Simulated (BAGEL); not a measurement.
# C4H3N (SMILES C#CCC#N) at HF/cc-pVDZ (density fitting with qzvpp-jkfit)

What is the vertical singlet–triplet gap of C4H3N at HF/cc-pVDZ (density fitting with qzvpp-jkfit)? 

The calculation is run with BAGEL 1.2.2.

2 further runs of the same task are left out: 1 that didn't finish, 1 set aside as unsound or not needed.

## Step 1: Starting point

C4H3N: 8 atoms, total charge 0, spin state singlet. As SMILES, `C#CCC#N`. Geometry: relaxed at PBE0-D4/def2-TZVP.

Bond lengths: C1–C2 1.197 Å, C2–C3 1.455 Å, C3–C4 1.460 Å, C4–N5 1.148 Å, C1–H6 1.065 Å, C3–H7 1.095 Å, C3–H8 1.095 Å. Angles: C1–C2–C3 179.4°, C2–C3–C4 113.0°, C3–C4–N5 179.0°, C2–C1–H6 179.7°, C2–C3–H7 110.2°, C2–C3–H8 110.2°, C4–C3–H7 108.3°, C4–C3–H8 108.3°, H7–C3–H8 106.7°.

## Step 2: A single-point energy at HF/cc-pVDZ (density fitting with qzvpp-jkfit)

The input, calc.json:

```json
{ "bagel": [

{
  "title": "molecule",
  "basis": "cc-pvdz.json",
  "df_basis": "qzvpp-jkfit",
  "angstrom": "true",
  "geometry": [
    { "atom": "C", "xyz": [   -0.663200,    1.869200,    0.133500 ] },
    { "atom": "C", "xyz": [   -0.230100,    0.758300,    0.240700 ] },
    { "atom": "C", "xyz": [    0.298200,   -0.589900,    0.384900 ] },
    { "atom": "C", "xyz": [    0.347100,   -1.320800,   -0.878200 ] },
    { "atom": "N", "xyz": [    0.393200,   -1.911500,   -1.861500 ] },
    { "atom": "H", "xyz": [   -1.049000,    2.856400,    0.033300 ] },
    { "atom": "H", "xyz": [   -0.314400,   -1.162400,    1.089600 ] },
    { "atom": "H", "xyz": [    1.310400,   -0.556500,    0.801900 ] }
  ]
},
{ "title": "hf" },
{ "title": "print", "file": "orbitals.molden", "orbitals": "true" }

]}
```

The basis set cc-pVDZ is read from a file made from the Basis Set Exchange's data (not shown).

Command:

```console
BAGEL_NUM_THREADS=1 BAGEL calc.json > calc.out
```

Output:

```text
* using 1 threads per process

  ===============================================================
  ===============================================================

  *** Geometry ***

  { "atom" : "C", "xyz" : [     -1.253266,      3.532276,      0.252278 ] },
  { "atom" : "C", "xyz" : [     -0.434826,      1.432979,      0.454857 ] },
  { "atom" : "C", "xyz" : [      0.563516,     -1.114749,      0.727356 ] },
  { "atom" : "C", "xyz" : [      0.655924,     -2.495950,     -1.659557 ] },
  { "atom" : "N", "xyz" : [      0.743040,     -3.612211,     -3.517725 ] },
  { "atom" : "H", "xyz" : [     -1.982323,      5.397814,      0.062928 ] },
  { "atom" : "H", "xyz" : [     -0.594130,     -2.196618,      2.059046 ] },
  { "atom" : "H", "xyz" : [      2.476297,     -1.051633,      1.515371 ] },

  Number of auxiliary basis functions:      431

  Since a DF basis is specified, we compute 2- and 3-index integrals:
    o Being stored without compression. Storage requirement is 0.025 GB

  Number of basis functions:       85
  Number of electrons      :       34

    * METHOD: MOLECULE                             0.16

  *** RHF ***

  === Nuclear Repulsion ===
   125.3021049525

      * DIIS with orbital gradients will be used.

  === RHF iteration (cc-pvdz.json) ===
      0       -207.39642930          0.01649513           0.04
      1       -207.50037794          0.01463544           0.04
      2       -207.60043127          0.00242552           0.04
      3       -207.60414380          0.00077322           0.04
      4       -207.60449610          0.00023097           0.04
      5       -207.60452880          0.00008099           0.04
      6       -207.60453451          0.00002386           0.04
      7       -207.60453526          0.00000788           0.04
      8       -207.60453530          0.00000503           0.04
      9       -207.60453531          0.00000160           0.04
     10       -207.60453531          0.00000092           0.04
     11       -207.60453532          0.00000044           0.04
     12       -207.60453532          0.00000025           0.04
     13       -207.60453532          0.00000007           0.04
     14       -207.60453532          0.00000003           0.04
     15       -207.60453532          0.00000002           0.04
     16       -207.60453532          0.00000000           0.04
    * SCF iteration converged.

    * Permanent dipole moment:
           (    0.036659,    -0.719883,    -1.308602) a.u.

    * METHOD: HF                                   0.82

    * METHOD: PRINT                                0.01

  ===============================================================
```

Wall time 1.2 s (1 thread of Arm Neoverse V2, shared host); peak memory 0.1 GiB.

## Step 3: The triplet, same level

Changes to calc.json since step 2:

```diff
@@ -6,3 +6,3 @@
   "df_basis": "qzvpp-jkfit",
-  "angstrom": "true",
+  "angstrom": true,
   "geometry": [
@@ -18,4 +18,11 @@
 },
-{ "title": "hf" },
-{ "title": "print", "file": "orbitals.molden", "orbitals": "true" }
+{
+  "title": "uhf",
+  "nopen": 2
+},
+{
+  "title": "print",
+  "file": "orbitals.molden",
+  "orbitals": true
+}
```

The basis set cc-pVDZ is read from a file made from the Basis Set Exchange's data (not shown).

Command:

```console
BAGEL_NUM_THREADS=1 BAGEL calc.json > calc.out
```

Output:

```text
* using 1 threads per process

  ===============================================================
  ===============================================================

  *** Geometry ***

  { "atom" : "C", "xyz" : [     -1.253266,      3.532276,      0.252278 ] },
  { "atom" : "C", "xyz" : [     -0.434826,      1.432979,      0.454857 ] },
  { "atom" : "C", "xyz" : [      0.563516,     -1.114749,      0.727356 ] },
  { "atom" : "C", "xyz" : [      0.655924,     -2.495950,     -1.659557 ] },
  { "atom" : "N", "xyz" : [      0.743040,     -3.612211,     -3.517725 ] },
  { "atom" : "H", "xyz" : [     -1.982323,      5.397814,      0.062928 ] },
  { "atom" : "H", "xyz" : [     -0.594130,     -2.196618,      2.059046 ] },
  { "atom" : "H", "xyz" : [      2.476297,     -1.051633,      1.515371 ] },

  Number of auxiliary basis functions:      431

  Since a DF basis is specified, we compute 2- and 3-index integrals:
    o Being stored without compression. Storage requirement is 0.025 GB

  Number of basis functions:       85
  Number of electrons      :       34

    * METHOD: MOLECULE                             0.16

  *** Open-shell HF ***

  === Nuclear Repulsion ===
   125.3021049525

      * DIIS with orbital gradients will be used.

  === UHF iteration (cc-pvdz.json) ===
      0       -207.06331748          0.03212931           0.08
      1       -207.18670134          0.03350788           0.08
      2       -207.24047830          0.02683951           0.08
      3       -207.37037848          0.00457827           0.08
      4       -207.38346257          0.00251458           0.08
      5       -207.38812580          0.00120209           0.08
      6       -207.39073534          0.00041481           0.08
      7       -207.39115182          0.00018920           0.08
      8       -207.39124495          0.00010700           0.09
      9       -207.39127896          0.00004206           0.08
     10       -207.39128863          0.00001743           0.09
     11       -207.39129245          0.00001249           0.08
     12       -207.39129531          0.00000884           0.09
     13       -207.39129823          0.00000810           0.08
     14       -207.39129960          0.00000834           0.08
     15       -207.39129872          0.00000802           0.09
     16       -207.39129780          0.00000700           0.08
     17       -207.39129949          0.00000563           0.08
     18       -207.39130125          0.00000511           0.08
     19       -207.39130517          0.00000370           0.08
     20       -207.39130806          0.00000313           0.08
     21       -207.39131014          0.00000277           0.08
     22       -207.39131148          0.00000270           0.08
     23       -207.39131173          0.00000276           0.08
     24       -207.39131144          0.00000268           0.08
     25       -207.39131101          0.00000234           0.08
     26       -207.39131078          0.00000210           0.08
     27       -207.39131136          0.00000180           0.08
     28       -207.39131210          0.00000161           0.08
     29       -207.39131276          0.00000141           0.08
     30       -207.39131330          0.00000134           0.08
     31       -207.39131338          0.00000131           0.08
     32       -207.39131335          0.00000128           0.08
     33       -207.39131338          0.00000126           0.08
     34       -207.39131336          0.00000131           0.08
     35       -207.39131347          0.00000107           0.08
     36       -207.39131344          0.00000086           0.09
     37       -207.39131338          0.00000070           0.08
     38       -207.39131336          0.00000062           0.08
     39       -207.39131335          0.00000061           0.08
     40       -207.39131335          0.00000061           0.08
     41       -207.39131337          0.00000055           0.08
     42       -207.39131339          0.00000047           0.08
     43       -207.39131343          0.00000033           0.09
     44       -207.39131345          0.00000024           0.08
     45       -207.39131346          0.00000016           0.08
     46       -207.39131346          0.00000013           0.08
     47       -207.39131346          0.00000010           0.08
     48       -207.39131346          0.00000007           0.08
     49       -207.39131346          0.00000007           0.08
     50       -207.39131346          0.00000006           0.08
     51       -207.39131346          0.00000005           0.08
     52       -207.39131347          0.00000004           0.09
     53       -207.39131347          0.00000004           0.08
     54       -207.39131347          0.00000003           0.08
     55       -207.39131347          0.00000003           0.08
     56       -207.39131347          0.00000003           0.08
     57       -207.39131347          0.00000003           0.08
     58       -207.39131347          0.00000003           0.08
     59       -207.39131347          0.00000003           0.08
     60       -207.39131347          0.00000003           0.09
     61       -207.39131347          0.00000003           0.09
     62       -207.39131347          0.00000003           0.08
     63       -207.39131347          0.00000003           0.09
     64       -207.39131347          0.00000002           0.08
     65       -207.39131347          0.00000002           0.08
     66       -207.39131347          0.00000002           0.08
     67       -207.39131347          0.00000002           0.08
     68       -207.39131347          0.00000002           0.08
     69       -207.39131347          0.00000002           0.08
     70       -207.39131347          0.00000002           0.08
     71       -207.39131347          0.00000002           0.08
     72       -207.39131347          0.00000002           0.08
     73       -207.39131347          0.00000002           0.08
     74       -207.39131347          0.00000002           0.08
     75       -207.39131347          0.00000002           0.08
     76       -207.39131347          0.00000002           0.08
     77       -207.39131347          0.00000002           0.08
     78       -207.39131347          0.00000002           0.08
     79       -207.39131347          0.00000002           0.08
     80       -207.39131347          0.00000001           0.08
     81       -207.39131347          0.00000001           0.08
     82       -207.39131347          0.00000001           0.08
     83       -207.39131347          0.00000001           0.08
     84       -207.39131347          0.00000001           0.08
    * SCF iteration converged.

    * S^2 (UHF) is 2.0234

    * Permanent dipole moment:
           (    0.072834,    -0.848099,    -1.374520) a.u.

    * METHOD: UHF                                  7.12

    * METHOD: PRINT                                0.01

  ===============================================================
```

Run time: 7.5 s. Hardware: 1 thread of Arm Neoverse V2, shared host; peak memory 0.1 GiB.

## Step 4: Summary of results

Level: HF/cc-pVDZ (density fitting with qzvpp-jkfit).

| quantity | value |
| --- | --- |
| singlet: total energy | -207.60454 Eh |
| singlet: dipole moment | 3.80 D |
| singlet: HOMO energy | -11.22 eV |
| singlet: LUMO energy | 4.22 eV |
| singlet: HOMO–LUMO gap | 15.44 eV |
| triplet: total energy | -207.39131 Eh |
| triplet: dipole moment | 4.11 D |
| triplet: ⟨S²⟩ | 2.023 |
| vertical energy of the triplet above the singlet | 5.802 eV |

What this shows: At this shape the triplet lies 5.80 eV (134 kcal/mol) above the singlet.
